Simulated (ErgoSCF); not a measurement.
# HSE(Ergo)/STO-3G run of SCl2O2 (sulfuryl chloride)

Aim: the energy difference between two shapes of SCl2O2 (sulfuryl chloride) at HSE(Ergo)/STO-3G, from 2 runs. 

Program for the calculation: ErgoSCF 3.8.

8 further runs of the same task are left out: 2 that didn't finish, 6 set aside as unsound or not needed.

## (1) Starting point

SCl2O2: 5 atoms, total charge 0, spin state singlet. SMILES: `O=S(=O)(Cl)Cl`. The coordinates come from a PBE0-D4/def2-TZVP relaxation.

Bond lengths: O1–S2 1.415 Å, S2–O3 1.416 Å, S2–Cl4 2.013 Å, S2–Cl5 2.013 Å. Angles: O1–S2–O3 123.0°, O1–S2–Cl4 107.8°, O1–S2–Cl5 107.8°, O3–S2–Cl4 107.8°, O3–S2–Cl5 107.8°, Cl4–S2–Cl5 100.5°.

## (2) A single-point energy at HSE(Ergo)/STO-3G

Contents of input.ego:

```
# Cl2O2S, HSE
set_nthreads("env")
XC.type = "LMG"
scf.max_number_of_iterations = 100
charge = 0
basis = "STO-3G"
tmpdir = "."
scf.output_mulliken_pop = 1
scf.use_diagonalization = 1
molecule_inline
O    1.63669180   0.56748476  -2.35573259
S   -0.12944624   0.23961727  -0.37378783
O   -2.61103459   1.23531397  -0.45542400
Cl  -0.39608660  -3.48692265   0.33996173
Cl   1.49987563   1.44450665   2.84517165
EOF
run "HSE"
```

The basis set STO-3G is read from a file made from the Basis Set Exchange's data (not shown).

On the command line:

```
$ ergo < input.ego
```

Log (excerpt; [...] marks lines left out):

```text
[...]
INSC SCF_general constructor, number of basis functions: 37
[...]
INSC Energy   1 =      -1436.30541129387
[...]
INDE E_LUMO =         -0.04683389110
[...]
INSC Energy  29 =      -1452.32104645607  ( diff      0.000000000007276 )
[...]
RESC CONVERGED after  29 iterations.
RESC FINAL ENERGY:      -1452.32104645607
[...]
INSC SCF: dipole_moment_x [atomic units] =      -0.14415753
INSC SCF: dipole_moment_y [atomic units] =       0.26680111
INSC SCF: dipole_moment_z [atomic units] =      -0.41640220
[...]
```

Run time: 6.9 s. Hardware: 1 thread of AMD EPYC 9R45 (Zen 5), shared host; peak memory 0.27 GiB.

## (3) The distorted shape

Contents of job.ego:

```
set_nthreads(1)
molecule_inline
O  1.67546898 0.51278285 -2.34843446
S  -0.14403304 0.20613888 -0.39290808
O  -2.55935625 1.23067847 -0.49040850
Cl -0.36937343 -3.51093917 0.37007074
Cl 1.47282042 1.48507907 2.84962952
EOF
basis = "STO-3G"
scf.output_mulliken_pop = 1
scf.max_number_of_iterations = 100
tmpdir = "."
XC.type = "LMG"
scf.use_diagonalization = 1
charge = 0
run "HSE"
```

The basis set STO-3G is read from a file made from the Basis Set Exchange's data (not shown).

On the command line:

```
$ ergo job.ego
```

Log (excerpt; [...] marks lines left out):

```text
[...]
INSC SCF_general constructor, number of basis functions: 37
[...]
INSC Energy   1 =      -1436.34552838182
[...]
INDE E_LUMO =         -0.04885403943
[...]
INSC Energy  31 =      -1452.31494041425  ( diff     -0.000000000001592 )
[...]
RESC CONVERGED after  31 iterations.
RESC FINAL ENERGY:      -1452.31494041425
[...]
INSC SCF: dipole_moment_x [atomic units] =      -0.20496314
INSC SCF: dipole_moment_y [atomic units] =       0.21829767
INSC SCF: dipole_moment_z [atomic units] =      -0.46791065
[...]
```

Wall time 7.5 s (1 thread of AMD EPYC 9R45 (Zen 5), shared host); peak memory 0.27 GiB.

## (4) Summary of results

Level: HSE(Ergo)/STO-3G.

```
                              quantity           value
             first shape: total energy  -1452.32105 Eh
            first shape: dipole moment          1.31 D
         distorted shape: total energy  -1452.31494 Eh
        distorted shape: dipole moment          1.41 D
energy change with the atoms displaced        0.166 eV
```

With the atoms displaced the energy rises by 0.17 eV (3.8 kcal/mol). The first shape isn't relaxed at this level, so the change isn't measured from a minimum. The minimal basis adds a large error of its own. Mulliken charges (first shape) run from -0.35 on O1 to +1.17 on S2; they depend strongly on the basis.
